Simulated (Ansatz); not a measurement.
# C2H3Cl (SMILES C=CCl): HF/def2-SVPD

Aim: the vertical singlet–triplet gap of C2H3Cl at HF/def2-SVPD, from 2 runs. 

The calculation is run with Ansatz 0.2.0.

53 further runs of the same task are left out: 53 set aside as unsound or not needed.

**1. Starting point**

The species is C2H3Cl (6 atoms), meant as a singlet with charge 0. As SMILES, `C=CCl`. The coordinates come from a PBE0-D4/def2-TZVP relaxation.

Bond lengths: C1–C2 1.320 Å, C2–Cl3 1.721 Å, C1–H4 1.083 Å, C1–H5 1.083 Å, C2–H6 1.083 Å. Angles: C1–C2–Cl3 123.5°, C1–C2–H6 123.6°, Cl3–C2–H6 112.9°, C2–C1–H4 122.1°, C2–C1–H5 119.4°, H4–C1–H5 118.4°.

**2. The energy at HF/def2-SVPD**

Contents of molecule.yaml:

```yaml
crystal:
  periodic: [false, false, false]
  atoms:
    - {symbol: C, position_ang: [-0.461860, 0.202020, -0.539180]}
    - {symbol: C, position_ang: [0.378470, -0.011560, 0.455830]}
    - {symbol: Cl, position_ang: [0.897380, -1.579540, 0.939640]}
    - {symbol: H, position_ang: [-0.883050, -0.607730, -1.121290]}
    - {symbol: H, position_ang: [-0.744690, 1.217510, -0.788270]}
    - {symbol: H, position_ang: [0.813760, 0.779300, 1.053260]}
basis:
  gaussian:
    orbitals: def2-SVPD
total_charge: 0
hamiltonian:
  xc: hf
accuracy: high
output: {orbitals: {seedname: orbitals}}
```

The run is started by

```sh
$ ansatz run molecule.yaml --threads 1 --pin off --max-ram 3480MiB --events-out events.jsonl --progress --plain --runs-dir runs
```

Standard output:

```text
Warning: RAYON_NUM_THREADS=1 ignored (pool sized by the plan → 1); use --threads N
Functional definition: HF
  name "HF"
  exchange = exact_x
  correlation = 0
1801 factors; integrals over basis functions are off by at most 4.1e-9 eV
mean field evaluation 1: about -14604.5650 eV, gradient 2.1e1 eV
mean field evaluation 2: about -14604.5672 eV, gradient 2.1e1 eV
mean field evaluation 4: about -14605.9089 eV, gradient 2.6e0 eV
mean field evaluation 8: about -14605.9403 eV, gradient 4.5e-4 eV
mean field -14605.94031763 eV, -536.7584064109 hartree, gradient 1.0e-8 eV, S^2 0.000000; 0 other end points of the search recorded, 0 dependent functions left out
reference -14605.94031763 eV, -536.7584064109 hartree; 16, 16 occupied and 75, 75 virtual orbitals, 1801 factors
Total energy: -14605.94031763 eV, -536.7584064109 hartree
```

It took 2.2 s on 1 thread of Arm Neoverse V1, shared host; peak memory 0.22 GiB.

**3. The triplet**

Contents of job.yaml:

```yaml
crystal:
  periodic: [false, false, false]
  atoms:
    - {symbol: C, position_ang: [-0.461860, 0.202020, -0.539180]}
    - {symbol: C, position_ang: [0.378470, -0.011560, 0.455830]}
    - {symbol: Cl, position_ang: [0.897380, -1.579540, 0.939640]}
    - {symbol: H, position_ang: [-0.883050, -0.607730, -1.121290]}
    - {symbol: H, position_ang: [-0.744690, 1.217510, -0.788270]}
    - {symbol: H, position_ang: [0.813760, 0.779300, 1.053260]}
basis:
  gaussian: {orbitals: def2-SVPD}
total_charge: 0
magnetization: {spin_polarized: true, initial_magnetization: 2}
hamiltonian: {xc: hf}
accuracy: high
output: {orbitals: {seedname: orbitals}}
```

The run is started by

```sh
$ ansatz run job.yaml --threads 1 --pin off --max-ram 3480MiB --events-out events.jsonl --progress --plain --runs-dir runs
```

Standard output:

```text
Warning: RAYON_NUM_THREADS=1 ignored (pool sized by the plan → 1); use --threads N
Functional definition: HF
  name "HF"
  exchange = exact_x
  correlation = 0
1801 factors; integrals over basis functions are off by at most 4.1e-9 eV
mean field evaluation 1: about -14600.2636 eV, gradient 1.6e1 eV
mean field evaluation 2: about -14600.2664 eV, gradient 1.6e1 eV
mean field evaluation 4: about -14602.3131 eV, gradient 2.8e0 eV
mean field evaluation 8: about -14602.5502 eV, gradient 7.7e-2 eV
mean field evaluation 16: about -14602.5503 eV, gradient 1.2e-8 eV
mean field -14602.55031611 eV, -536.6338261530 hartree, gradient 1.2e-8 eV, S^2 2.024642; 0 other end points of the search recorded, 0 dependent functions left out
reference -14602.55031611 eV, -536.6338261530 hartree; 17, 15 occupied and 74, 76 virtual orbitals, 1801 factors
Total energy: -14602.55031611 eV, -536.6338261530 hartree
```

Run time: 3.3 s. Hardware: 1 thread of Arm Neoverse V1, shared host; peak memory 0.27 GiB.

**4. Results**

At HF/def2-SVPD:

| quantity | value |
| --- | --- |
| singlet: total energy | -536.75841 Eh |
| singlet: HOMO energy | -10.21 eV |
| singlet: LUMO energy | 2.83 eV |
| singlet: HOMO–LUMO gap | 13.04 eV |
| triplet: total energy | -536.63383 Eh |
| triplet: HOMO energy (highest over α and β) | -7.01 eV |
| triplet: LUMO energy (lowest over α and β) | 0.48 eV |
| triplet: ⟨S²⟩ | 2.025 |
| vertical energy of the triplet above the singlet | 3.390 eV |

At this shape the triplet lies 3.39 eV (78 kcal/mol) above the singlet.
